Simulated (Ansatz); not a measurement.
A calculation with Ansatz (development build ahead of 0.2.0).

```yaml
crystal:
  periodic: [false, false, false]
  atoms:
    - { symbol: C, position_ang: [0.0393, -0.03087, -0.00157] }
    - { symbol: F, position_ang: [0.79388, 0.79593, 0.75718] }
    - { symbol: F, position_ang: [0.74483, -0.76682, -0.71239] }
    - { symbol: F, position_ang: [-0.73214, 0.74425, -0.79846] }
    - { symbol: F, position_ang: [-0.77938, -0.73767, 0.79996] }
basis:
  gaussian: { orbitals: def2-TZVP }
hamiltonian:
  xc: hf
correlation:
  method: mp2
  frozen_orbitals: { C: 1, F: 1 }
```

The input is written out in the form of the current development build from the run's settings.

Results

```
Converged                       : yes
Reference energy                : -435.83179 hartree
Correlation energy              : -1.14414 hartree
Total energy                    : -436.97592 hartree
Spin squared of the determinant : 0.000
```
